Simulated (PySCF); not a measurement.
Species: cyanoformaldehyde, C2HNO.
Structure used (PBE0-D3(BJ)/def2-SVP), in Å, numbered top down from 1:
```xyz
5
C2HNO angstrom
N      1.9429   -0.1518    0.6029
C      0.8426   -0.0690    0.2526
C     -0.5555    0.0181   -0.1946
O     -1.1932    1.0281   -0.1214
H     -0.9620   -0.9359   -0.6016
```

Computed with core-valence-separated Tamm–Dancoff BHandHLYP/aug-pcX-1 (pcseg-1 on H) in PySCF, non-relativistic, gas phase, PBE0-D3(BJ)/def2-SVP geometry. Absolute energies from this functional tend to lie a few eV below measured edges; no shift was applied.

**Question.** Give energies, oscillator strengths and core holes at the N K edge.

**Answer.** 
```
E (eV)       f  core hole on  main final orbital  polarisation
396.15  0.0592            N1         LUMO (75 %)  out of plane
397.51  0.0644            N1       LUMO+2 (52 %)      in plane
401.81  0.0012            N1       LUMO+1 (47 %)      in plane
402.56  0.0101            N1       LUMO+9 (46 %)  out of plane
403.13  0.0024            N1       LUMO+3 (61 %)      in plane
403.51  0.0025            N1       LUMO+4 (68 %)  out of plane
403.63  0.0026            N1       LUMO+5 (53 %)      in plane
```

The first line with a tenth or more of the strongest one's intensity is at 396.15 eV (f = 0.059), with the hole on N1 (nitrile nitrogen), polarised out of plane: a 1s→π* resonance. The strongest listed is at 397.51 eV (f = 0.064; N1).

**Question.** What does the C 1s absorption edge look like?

**Answer.** 
```tsv
E (eV)	f	core hole on	main final orbital	polarisation
282.88	0.0271	C2	LUMO (85 %)	out of plane
283.42	0.0711	C3	LUMO (87 %)	out of plane
283.82	0.0638	C2	LUMO+2 (44 %)	in plane
286.90	0.0473	C2	LUMO+9 (55 %)	out of plane
287.30	0.0025	C2	LUMO+1 (47 %)	in plane
288.91	0.0018	C2	LUMO+3 (66 %)	in plane
289.09	0.0123	C3	LUMO+1 (78 %)	in plane
289.32	0.0044	C2	LUMO+5 (44 %)	in plane
289.38	0.0002	C2	LUMO+4 (75 %)	–
289.71	0.0116	C2	LUMO+7 (37 %)	in plane
289.79	0.0045	C3	LUMO+2 (78 %)	in plane
```

The first line with a tenth or more of the strongest one's intensity is at 282.88 eV (f = 0.027), with the hole on C2 (nitrile carbon), polarised out of plane: a 1s→π* resonance. The strongest listed is at 283.42 eV (f = 0.071; C3, 1s→π*).

**Question.** What does the O 1s absorption edge look like?

**Answer.** 
```
E (eV)       f  core hole on  main final orbital  polarisation
527.80  0.0544            O4         LUMO (90 %)  out of plane
534.53  0.0022            O4       LUMO+1 (59 %)      in plane
535.39  0.0075            O4       LUMO+2 (50 %)      in plane
536.02  0.0028            O4       LUMO+5 (71 %)      in plane
536.26  0.0029            O4       LUMO+3 (62 %)      in plane
536.46  0.0011            O4       LUMO+4 (92 %)  out of plane
537.03  0.0009            O4       LUMO+9 (64 %)             –
```

The first line with a tenth or more of the strongest one's intensity is at 527.80 eV (f = 0.054), with the hole on O4 (aldehyde oxygen), polarised out of plane: a 1s→π* resonance. It is also the strongest listed.

Roots within 0.03 eV whose holes lie on the same, on equivalent or on shared atoms are summed into one line, and the highest roots are left out, as the search may have cut off their partners. Final orbitals are the ground state's empty Kohn–Sham orbitals. A dash: too weak, shared between unlike atoms, or no plane or axis to refer to.

**Question.** What are the wavelength and the wavenumber of the 397.51 eV line?

**Answer.** λ = 12398.42 eV Å/397.51 eV = 31.190 Å; 3.2061 × 10⁶ cm⁻¹.

The list ends where the root search ended, not at a threshold.
